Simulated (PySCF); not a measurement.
Species: C5H6.
Numbering: `[CH:1]#[C:2][C:3](=[CH2:4])[CH3:5]` (hydrogens: H6 on C1; H7, H8 on C4; H9, H10, H11 on C5)

The closed-shell ground state was solved at several levels (PySCF, density fitting, gas phase, non-relativistic). Isolated species at its PBE0-D3(BJ)/def2-TZVP geometry, gas phase.

```
                level  basis functions  total energy (Eh)  HOMO (eV)  LUMO (eV)  gap (eV)  dipole (D)
CAM-B3LYP/aug-cc-pVTZ              368          -194.0076      -8.27       0.17      8.44        0.53
     PBE0/aug-cc-pVTZ              368          -193.8755      -7.01      -0.85      6.16        0.55
        PBE0/pcSseg-2              264          -193.8787      -7.02      -0.80      6.22        0.55
```

(1) Estimate the row for wB97X-D/aug-cc-pVTZ, a basis of 368 functions; the other rows only guide the guess.

(2) Over all these levels, which gives the widest orbital gap and which the narrowest?

(3) How far do the dipole and the HOMO energy spread over the levels?

## Answers

(1) Total energy -194.0480 Eh, HOMO -8.78 eV, LUMO 0.85 eV, gap 9.63 eV, dipole 0.54 D.

(2) wB97X-D/aug-cc-pVTZ (range-separated hybrid) has the widest, 9.63 eV, and PBE0/aug-cc-pVTZ (global hybrid, 25 % exact exchange) the narrowest, 6.16 eV. The two share the basis. From the narrowest to the widest the HOMO moves by -1.77 eV and the LUMO by +1.70 eV.

(3) The dipole runs from 0.53 to 0.55 D (mean 0.54 D) and the HOMO from -8.78 to -7.01 eV.

Note: wB97X-D ran without an empirical dispersion term, which enters the total energy and its gradient alone.
